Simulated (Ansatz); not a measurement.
# Counterpoise correction, worked out

The pair of NH4⁺ (SMILES [NH4+], atoms 1–5) and SiH3Cl (SMILES [SiH3]Cl, atoms 6–10), both closed shells, in one local arrangement (a lower one may exist), relaxed at PBE0-D4/def2-TZVP:

```
atom    x (Å)    y (Å)    z (Å)
  N1   0.3009   0.1253  -2.1551
  H2  -0.4436  -0.5502  -2.3326
  H3   0.0690   1.0113  -2.6071
  H4   1.1785  -0.2298  -2.5381
  H5   0.4075   0.2777  -1.1222
 Si6  -0.4085  -0.2094   2.2820
 Cl7   0.8261   0.7554   0.8623
  H8   0.4959  -1.0492   3.0870
  H9  -1.3665  -1.0050   1.4844
 H10  -1.0594   0.8740   3.0394
```

Computed with Ansatz 0.2.0 (basis: def2-TZVPPD); correlated methods freeze the cores.

MP2 total energies in eV:

| system | geometry | basis functions | energy |
| --- | --- | --- | --- |
| pair | pair | all | -21970.06570 |
| NH4⁺ | as in the pair | all (partner as ghosts) | -1545.45836 |
| SiH3Cl | as in the pair | all (partner as ghosts) | -20424.06374 |
| NH4⁺ | as in the pair | its own | -1545.45505 |
| SiH3Cl | as in the pair | its own | -20424.03665 |
| NH4⁺ | free (PBE0-D4 minimum) | its own | -1545.47113 |
| SiH3Cl | free (PBE0-D4 minimum) | its own | -20424.08220 |

Question: Work out the interaction energy with and without the counterpoise correction, the superposition error, and the binding energy from the relaxed fragments.

Answer: Without correction: -21970.06570 − (-1545.45505) − (-20424.03665) = -0.57400 eV.
With correction (each fragment in the whole basis): -21970.06570 − (-1545.45836) − (-20424.06374) = -0.54360 eV = -12.54 kcal/mol.
The superposition error is the difference, 0.03040 eV, 5 % of the uncorrected value: each fragment borrows its partner's functions.
Deformation from the free shapes: 0.01608 eV for NH4⁺ and 0.04555 eV for SiH3Cl.
Binding energy from relaxed fragments: -0.54360 + 0.01608 + 0.04555 = -0.48197 eV = -11.11 kcal/mol (electronic, without zero-point energy; negative means bound). For comparison, the corrected interaction energy by CCSD(T) at an estimated basis limit (MP2 extrapolated from triple and quadruple zeta, plus CCSD(T) − MP2 in triple zeta) is -0.558 eV.

No T1 diagnostic of these runs exceeds 0.009.

For scale, one of the runs: CCSD(T)/def2-TZVPPD, 255 basis functions, launched by `ansatz run in.yaml --threads 4 --pin off --events-out ev --progress --plain --max-ram 9574MiB`. The run took 78 s on 4 CPU threads of an Arm Neoverse V1 (shared host), with 5.3 GiB of host memory at its peak.
